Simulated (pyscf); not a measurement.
Optimised with ωB97X-D3(BJ)/def2-SVP in PySCF.

Question: PBE/def2-TZVP puts the barrier of F–CH(F)–CH=CH–Cl (SMILES FC(F)C=CCl) -> H₂C=CH–Cl (SMILES C=CCl) + F–C:–F (SMILES F[C]F) [singlet] (1,1-elimination; singlet surface; C–C, C–H broken, C–H formed) at 3.80 eV and the reaction energy at +2.58 eV, from the reactant's lowest minimum found. What do PBE0-D3(BJ)/def2-TZVP, M06-2X/def2-TZVP, ωB97M-D3(BJ)/def2-TZVP give on the same structures?

Answer: PBE0-D3(BJ): ΔE‡ = 4.17 eV, ΔE = +2.78 eV; M06-2X: ΔE‡ = 4.31 eV, ΔE = +2.65 eV; ωB97M-D3(BJ): ΔE‡ = 4.24 eV, ΔE = +2.47 eV. PBE's barrier lies under all of them, by 0.37 to 0.51 eV. Its reaction energy lies among theirs. Low barriers are usual for a GGA, whose delocalisation error favours stretched bonds. This is the saddle that the search found; another between the same sides may lie lower.
